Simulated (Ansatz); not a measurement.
A calculation on hcp Ru returned lattice constant a 2.672 Å, lattice parameter c 4.188 Å.

For reference: lattice constant a 2.706 Å (measured, 293 K, no zero-point or thermal correction, our sources range from 2.700 to 2.706; as tabulated in Wikipedia's data pages); lattice parameter c 4.282 Å (measured, 293 K, no zero-point or thermal correction; as tabulated in Wikipedia's data pages).

Problem. Which level of theory produced these numbers?
(A) Hartree–Fock (Ansatz, a first-principles code)
(B) rVV10 (Ansatz)
(C) PBE-D4 (Ansatz)
(D) PBEsol (Ansatz)

Solution. A, Hartree–Fock (Ansatz)

The others give: rVV10 2.745 Å, 4.332 Å; PBEsol 2.691 Å, 4.247 Å; PBE-D4 2.705 Å, 4.268 Å.

Unless a cell is named, each level is at its own relaxed cell (Hartree–Fock 12.95, PBE-D4 13.52, PBEsol 13.32, rVV10 14.13 Å³/atom).

Ansatz's density-functional and Hartree–Fock values are scalar-relativistic unless marked +SOC, with PAW data made under PBE.
